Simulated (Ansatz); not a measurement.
Species: sulfur monoxide, SO, charge 0, multiplicity 3. SMILES: O=S
Geometry: optimised at B3LYP-D3(BJ)/def2-TZVP (Ansatz, a quantum-chemistry and plane-wave program).

Wanted: vertical ionisation energy (to the doublet state of charge +1; each state is the SCF solution reached for its spin; the UHF <S^2> is 1.35 for the doublet (pure: 0.75); for the doublet T1 is 0.098), in eV. Cores are frozen in the correlated levels unless marked. Open shells are spin-unrestricted. No spin-orbit coupling. Non-relativistic. CBS(X,Y): correlation extrapolated as X^-3; Hartree-Fock from the larger set.

```tsv
level	program	vertical ionisation energy (eV)
PBE/def2-TZVPD	Ansatz	10.46
PBE0/def2-TZVPD	Ansatz	10.74
BHLYP/def2-TZVPD	Ansatz	[?]
wB97M-V/def2-TZVPD	Ansatz	10.52
wB97X-V/def2-TZVPD	Ansatz	[?]
CCSD/aug-cc-pV(D+d)Z	Ansatz	[?]
CCSD/aug-cc-pV(T+d)Z	Ansatz	[?]
CCSD/def2-TZVPPD	Ansatz	10.46
CCSD/aug-cc-pV(Q+d)Z	Ansatz	10.56
CCSD(T)/CBS(aug-cc-pV(T+d)Z,aug-cc-pV(Q+d)Z)	Ansatz	10.52
```

Task: Fill in the missing entries.

Result: 
- BHLYP/def2-TZVPD, vertical ionisation energy (eV): 10.86
- wB97X-V/def2-TZVPD, vertical ionisation energy (eV): 10.66
- CCSD/aug-cc-pV(D+d)Z, vertical ionisation energy (eV): 10.28
- CCSD/aug-cc-pV(T+d)Z, vertical ionisation energy (eV): 10.50
